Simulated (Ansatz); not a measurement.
## Volume per atom of some transition metals, all hcp

Method: r²SCAN in Ansatz (PAW). References are measured values corrected to a static lattice. The table is a random draw of 8 from 9 solids with such references.

Values in Å³/atom.

```
solid   reference  r²SCAN  error (%)
------  ---------  ------  ---------
hcp Sc     24.77¶   24.92       +0.6
hcp Re     14.62¶   14.70       +0.5
hcp Hf     22.30¶   22.35       +0.2
hcp Co     10.96¶   10.64       -2.9
hcp Os     13.85¶   14.02       +1.2
hcp Ru     13.45¶   13.49       +0.3
hcp Ti     17.50¶   17.31       -1.1
hcp Y      32.95¶   33.48       +1.6
```

Over these 8 solids the mean error is +0.1 %, the mean absolute error 1.1 % (median 0.8 %), and the worst case hcp Co at -2.9 %; the value is too high in 6 of 8 cases. Over all 9, from unrounded values, the mean error is +0.2 % and the mean absolute error 1.1 % (median 1.1 %).

All these references are brought to a static lattice.

Spin–orbit coupling is left out, also for the solids with elements from indium on (hcp Re, hcp Hf, hcp Os); its size isn't shown.

¶ marks references of a special kind: hcp Sc, 24.77 Å³/atom (measured, copied from a table, unchecked, extrapolated to 0 K and zero-point effects removed; as tabulated in Lejaeghere et al. (2013), arXiv:1204.2733); hcp Re, 14.62 Å³/atom (measured, copied from a table, unchecked, extrapolated to 0 K and zero-point effects removed; as tabulated in Lejaeghere et al. (2013), arXiv:1204.2733); hcp Hf, 22.30 Å³/atom (measured, copied from a table, unchecked, extrapolated to 0 K and zero-point effects removed; as tabulated in Lejaeghere et al. (2013), arXiv:1204.2733); hcp Co, 10.96 Å³/atom (measured, copied from a table, unchecked, extrapolated to 0 K and zero-point effects removed; as tabulated in Lejaeghere et al. (2013), arXiv:1204.2733); hcp Os, 13.85 Å³/atom (measured, copied from a table, unchecked, extrapolated to 0 K and zero-point effects removed; as tabulated in Lejaeghere et al. (2013), arXiv:1204.2733); hcp Ru, 13.45 Å³/atom (measured, copied from a table, unchecked, extrapolated to 0 K and zero-point effects removed; as tabulated in Lejaeghere et al. (2013), arXiv:1204.2733); hcp Ti, 17.50 Å³/atom (measured, copied from a table, unchecked, extrapolated to 0 K and zero-point effects removed; as tabulated in Lejaeghere et al. (2013), arXiv:1204.2733); hcp Y, 32.95 Å³/atom (measured, copied from a table, unchecked, extrapolated to 0 K and zero-point effects removed; as tabulated in Lejaeghere et al. (2013), arXiv:1204.2733).

Differences are worked out from the printed values.

Ansatz's density-functional and Hartree–Fock values are scalar-relativistic unless marked +SOC, with PAW data made under PBE.

Ansatz's runs of these crystals have no spin polarisation, but for hcp Co. Meta-GGAs and exact exchange favour moments, which can bear on hcp Sc, hcp Co, hcp Ti, hcp Y.

Density-functional runs with spin start from parallel moments for hcp Co.

Of the class's solids with a reference value and a result at some level, none was set aside. Solids without a released value at any level aren't counted. Cubic solids are told by their lattice constant and aren't counted here. Layered and molecular crystals are counted apart. The metals Ce to Yb are counted apart.

References as tabulated in Lejaeghere et al. (2013), arXiv:1204.2733.

Ansatz is a program for electronic structure.
